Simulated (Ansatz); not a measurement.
# BSiH₆ (doublet): wave-function methods side by side at distance B1–H4 along a hydrogen transfer = 1.360 Å, cc-pVDZ

How much of the correlation energy of BSiH₆ (doublet) does each wave-function method recover here?

Program: Ansatz 0.2.0, Gaussian basis. Level of theory: cc-pVDZ, core rule «outside noble gas», up to 6 orbitals frozen. These are calculated values, not measurements.

The runs, in order: UHF; CCSD(T) on ROHF; CCSD(T) on UHF; BCCD(T) on ROHF; CISD; CCSDT(Q) on ROHF; CCSDT(Q) on UHF; CASSCF and MRCISD+Q, 3 electrons in 3 orbitals; CASSCF and NEVPT2, 3 electrons in 3 orbitals; CASSCF and MRCISD+Q, 9 electrons in 9 orbitals; CASSCF and NEVPT4(SD), 9 electrons in 9 orbitals; CASSCF and NEVPT2, 9 electrons in 9 orbitals.

**1. The geometry**

The geometry derives from fragments relaxed apart (PBE0/def2-TZVP) and kept rigid, so it is no stationary point. A hydrogen atom is moved between rigid fragments.

8 atoms, charge 0, spin multiplicity 2.

Atoms are counted from 1 here; the program's logs count them from 0.

Bond lengths: B1–H2 1.193 Å, B1–H3 1.193 Å, B1–H4 1.360 Å, H4–Si5 1.663 Å, Si5–H6 1.486 Å, Si5–H7 1.486 Å, Si5–H8 1.486 Å. Angles: H2–B1–H3 120.0°, H2–B1–H4 120.0°, H3–B1–H4 120.0°, B1–H4–Si5 180.0°, H4–Si5–H6 107.6°, H4–Si5–H7 107.6°, H4–Si5–H8 107.6°, H6–Si5–H7 111.3°, H6–Si5–H8 111.3°, H7–Si5–H8 111.3°.

As a file:

```xyz
8
BH6Si
B    -2.12646    0.00000    0.00000
H    -2.72319    1.03357    0.00000
H    -2.72320   -1.03357    0.00000
H    -0.76646    0.00000    0.00000
Si    0.89654    0.00000    0.00000
H     1.34651   -1.41625    0.00000
H     1.34651    0.70813   -1.22651
H     1.34651    0.70813    1.22651
```

**2. UHF**

in.yaml

```yaml
crystal:
  periodic: [false, false, false]
  atoms:
    - {symbol: B, position_ang: [-2.126461, 0.000000, 0.000000]}
    - {symbol: H, position_ang: [-2.723194, 1.033572, 0.000000]}
    - {symbol: H, position_ang: [-2.723195, -1.033571, 0.000001]}
    - {symbol: H, position_ang: [-0.766461, 0.000000, 0.000000]}
    - {symbol: Si, position_ang: [0.896539, 0.000000, 0.000000]}
    - {symbol: H, position_ang: [1.346511, -1.416253, 0.000000]}
    - {symbol: H, position_ang: [1.346513, 0.708126, -1.226512]}
    - {symbol: H, position_ang: [1.346513, 0.708127, 1.226511]}
basis:
  gaussian: {orbitals: cc-pVDZ}
magnetization: {spin_polarized: true, initial_magnetization: 1}
hamiltonian: {xc: hf}
output: {orbitals: {seedname: orbitals}}
```

On the command line:

```bash
> ansatz run in.yaml --threads 1 --pin off --events-out ev --progress --plain --max-ram 2816MiB --backend cpu
```

Further steps of the session: CCSD(T) on ROHF; CCSD(T) on UHF; BCCD(T) on ROHF; CISD; CCSDT(Q) on ROHF; CCSDT(Q) on UHF; CASSCF and MRCISD+Q, 3 electrons in 3 orbitals; CASSCF and NEVPT2, 3 electrons in 3 orbitals; CASSCF and MRCISD+Q, 9 electrons in 9 orbitals; CASSCF and NEVPT4(SD), 9 electrons in 9 orbitals; CASSCF and NEVPT2, 9 electrons in 9 orbitals.

**Question.** What will the summary of the whole plan be? Wanted: UCCSDT(Q) below the RHF energy; RMP2 from UCCSDT(Q); UMP2 from UCCSDT(Q); RCCSD from UCCSDT(Q); RCCSD(T) from UCCSDT(Q); UCCSD(T) from UCCSDT(Q); RCCSDT(Q) from UCCSDT(Q); NEVPT2 pair from UCCSDT(Q); MRCISD+Q pair from UCCSDT(Q).

The runs gave:

| quantity | value |
| --- | --- |
| UCCSDT(Q) below the RHF energy | -7.1379 eV |
| RMP2 from UCCSDT(Q) | +35.45 kcal/mol |
| UMP2 from UCCSDT(Q) | +36.13 kcal/mol |
| RCCSD from UCCSDT(Q) | +4.12 kcal/mol |
| RCCSD(T) from UCCSDT(Q) | +0.83 kcal/mol |
| UCCSD(T) from UCCSDT(Q) | +0.85 kcal/mol |
| RCCSDT(Q) from UCCSDT(Q) | +0.01 kcal/mol |
| NEVPT2 pair from UCCSDT(Q) | +36.39 kcal/mol |
| MRCISD+Q pair from UCCSDT(Q) | +1.33 kcal/mol |
| NEVPT2 frontier from UCCSDT(Q) | +34.05 kcal/mol |
| levels within 1 kcal/mol (43 meV) | RCCSD(T), UCCSD(T), BCCD(T), RCCSDT, UCCSDT, RCCSDT(Q) |
| T1 diagnostic | 0.016 |

In words: RCCSD(T) lands +0.83 kcal/mol from the yardstick (0.5 % of the correlation energy). Of the multireference levels listed MRCISD+Q frontier comes nearest in total energy (+1.09 kcal/mol), which doesn't show that its space is the better one. These misses are within one basis, not against nature; the frozen cores of restricted and unrestricted runs differ, which can shift their rows.
